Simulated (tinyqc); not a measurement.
Inside a calculation. Method: CISD on RHF in the sto-3g basis, frozen core, for HF, spin multiplicity 1. One step of it, computed by the program tinyqc.

Task: CISD: determinants and Hamiltonian. Slater-Condon rules over spin orbitals, with the nuclear repulsion and the energy of the frozen orbital added and E(HF) subtracted on the diagonal. Only determinants linked to the reference directly or through others are kept (one block of an abelian symmetry group), so some states are absent.

one-electron integrals dressed by the frozen orbital, h + 2 (pq|11) - (p1|1q) (hartree), lower triangle:
```
           2          3          4          5          6
2  -6.773183
3   0.292061  -5.329522
4   0.000000   0.000000  -6.163277
5   0.000000   0.000000   0.000000  -6.163277
6   0.605593   1.302507   0.000000   0.000000  -4.366750
```

energy of the frozen orbital, 2 h_11 + (11|11) = -75.62646699 hartree

Two-electron integrals over orbitals (pq|rs), unique and non-zero (hartree); the lowest 1 orbital is frozen and left out:
```
(22|22) 0.862714    (32|22) -0.037591   (32|32) 0.147991    (33|22) 0.724494
(33|32) -0.028916   (33|33) 0.717296    (42|42) 0.185649    (43|42) -0.035423
(43|43) 0.040842    (44|22) 0.887111    (44|32) -0.074100   (44|33) 0.714924
(44|44) 0.997514    (52|52) 0.185649    (53|52) -0.035423   (53|53) 0.040842
(54|54) 0.053770    (55|22) 0.887111    (55|32) -0.074100   (55|33) 0.714924
(55|44) 0.889973    (55|55) 0.997514    (62|22) -0.107718   (62|32) -0.063135
(62|33) -0.027712   (62|44) -0.105686   (62|55) -0.105686   (62|62) 0.093189
(63|22) -0.203333   (63|32) 0.090508    (63|33) -0.107503   (63|44) -0.222381
(63|55) -0.222381   (63|62) 0.047230    (63|63) 0.205648    (64|42) -0.035400
(64|43) -0.019026   (64|64) 0.030237    (65|52) -0.035400   (65|53) -0.019026
(65|65) 0.030237    (66|22) 0.659921    (66|32) 0.058120    (66|33) 0.662334
(66|44) 0.638616    (66|55) 0.638616    (66|62) -0.060958   (66|63) -0.020380
(66|66) 0.696679
```

nuclear repulsion = 4.38948839 hartree

Hartree-Fock energy = -98.55580377 hartree

Give: determinants; H - E(HF) between determinants.

Result:

Occupation strings over the orbitals (2 doubly, a alpha, b beta, 0 empty; spin orbitals ordered 1a 1b 2a 2b ...): 222220 22a22b 2a222b 22b22a 2b222a 222202 222022 220222 2ab222 2ba222 202222

H - E(HF) between determinants (hartree), lower triangle:
```
        222220  22a22b  2a222b  22b22a  2b222a  222202  222022  220222
222220   0.000
22a22b   0.000   0.549
2a222b   0.000  -0.011   1.339
22b22a   0.000  -0.206  -0.047   0.549
2b222a   0.000  -0.047  -0.093  -0.011   1.339
222202   0.030   0.019   0.035  -0.019  -0.035   1.070
222022   0.030   0.019   0.035  -0.019  -0.035   0.054   1.070
220222   0.206   0.087  -0.091  -0.087   0.091   0.041   0.041   1.188
2ab222  -0.047   0.091  -0.183  -0.033   0.063   0.035   0.035   0.098
2ba222   0.047  -0.033   0.063   0.091  -0.183  -0.035  -0.035  -0.098
202222   0.093   0.063   0.047  -0.063  -0.047   0.186   0.186   0.148

        2ab222  2ba222  202222
2ab222   1.987
2ba222  -0.148   1.987
202222   0.107  -0.107   2.917
```
